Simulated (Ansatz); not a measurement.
The cluster Li₂H. The state is a doublet with charge 0. Geometry PBE0-D4/def2-TZVP, that of the charge +1 singlet; atoms count from 1.

Cartesian coordinates in Å:
```
Li 0.295 -1.046 1.221
Li -0.295 1.046 -1.221
H 0.000 0.000 0.000
```

The structure comes from a short search, and lower isomers may exist.

**Question.** Estimate the Mulliken populations from the PBE0/def2-TZVP orbitals of Ansatz.

**Answer.** 
```tsv
atom	charge (e)	spin (α − β)
Li1	0.34	0.51
Li2	0.34	0.51
H3	-0.69	-0.01
```
Mulliken values depend strongly on the basis.

**Question.** Where does the spin sit?

**Answer.** Summed by element: Li 1.01, H -0.01, of 1 unpaired in all. Largest on single atoms: Li2 0.51, Li1 0.51, H3 -0.01.

**Question.** And the Mayer bond orders between heavy atoms (over 0.3)?

**Answer.** Li1–Li2 0.50 (3.27 Å).
